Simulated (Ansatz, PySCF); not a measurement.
Reaction (SMILES): C#N (CHN) [formonitrile] -> C#N (CHN) as doublet, charge +1 + e-

Property: adiabatic ionisation energy (0 K, with zero-point energies), in eV. Conventions: valence correlation only; dispersion terms only where a functional's name holds one; no spin-orbit coupling; six Cartesian d functions in 6-31G* and its kin unless marked 5d; non-relativistic; LANL2DZ all-electron up to Ne; open shells spin-unrestricted; 6-311+G** with 5d. First-principles rows: single points at B3LYP-D3(BJ) geometries (Ansatz, a first-principles code), with unscaled harmonic terms from B3LYP/6-31G* at its own minima.

Measured values: CCCBDB table in ASE; they hold spin-orbit and core effects. 

Value to compare with, the measured value: 13.60 eV.

```
level               program  adiabatic ionisation energy (0 K, with zero-point energies) (eV)  error
------------------  -------  ----------------------------------------------------------------  -----
HF/6-31G*            Ansatz                                                             11.90  -1.70
HF/6-311+G**         Ansatz                                                             12.00  -1.60
PBE/STO-3G           Ansatz                                                             12.46  -1.14
PBE/LANL2DZ          Ansatz                                                             13.53  -0.07
PBE/6-31G*           Ansatz                                                             13.27  -0.33
BP86/def2-SVP         PySCF                                                             13.51  -0.09
B3LYP/STO-3G         Ansatz                                                             12.50  -1.10
B3LYP/3-21G          Ansatz                                                             13.56  -0.04
B3LYP/6-31+G*        Ansatz                                                             13.42  -0.18
B3LYP/cc-pVDZ        Ansatz                                                             13.31  -0.29
B3LYP/6-311+G**      Ansatz                                                             13.51  -0.09
M06-2X/6-311+G**      PySCF                                                             13.54  -0.06
MP2/6-311+G**        Ansatz                                                             13.71   0.11
wB97X-V/def2-TZVPD   Ansatz                                                             13.38  -0.22
```

Among the 13 habitual levels, HF/6-31G* lies farthest from the measured value (-1.70 eV); 1 of 13 lie above it, and their mean absolute error is 0.52 eV, the median 0.18. One case shows no general order.

The levels are drawn from those run, B3LYP/6-31G* more often than the rest, none by its result; runs whose electronic state is in doubt are left out.
